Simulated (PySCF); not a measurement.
# C5H11Cl (2-chloropentane): the cost of one run

Computed with PySCF 2.14.0 and routines of our own; the level stands in each step. Atoms count from 0.

## 1. The system as given

17 atoms, charge 0, multiplicity 1; geometry from: GFN2-xTB.

## 2. Geometry optimisation at PBE0-D3(BJ)/def2-SVP

What the job is given:

```
{"job": {"xc": "PBE0", "basis": "def2-SVP", "d3": "d3bj", "grid": 2, "kind": "geom"}, "charge": 0, "multiplicity": 1}
C      2.513202     0.096474    -0.235687
C      1.294956    -0.136620     0.648803
C     -0.008236     0.056312    -0.124653
C     -1.245740    -0.098160     0.749416
C     -2.533405     0.209610     0.005662
Cl    -1.334966    -1.785858     1.363321
H      3.428264    -0.048960     0.333260
H      2.516684    -0.596509    -1.074135
H      2.511798     1.111079    -0.628965
H      1.326648    -1.149948     1.052385
H      1.319993     0.559424     1.490938
H     -0.026566     1.061100    -0.555369
H     -0.055501    -0.661480    -0.946391
H     -1.159748     0.528132     1.641995
H     -2.527450     1.247151    -0.322224
H     -3.394541     0.053734     0.650812
H     -2.632390    -0.433451    -0.865800
```

On the command line:

```console
$ OMP_NUM_THREADS=1 python excited_run.py task.json out
```

This one command runs all jobs of the session in turn.

Q: Estimate the wall time and peak memory of this first job on 1 thread of Arm Neoverse V1, shared host.

About 36 s, with a peak of 0.71 GiB.
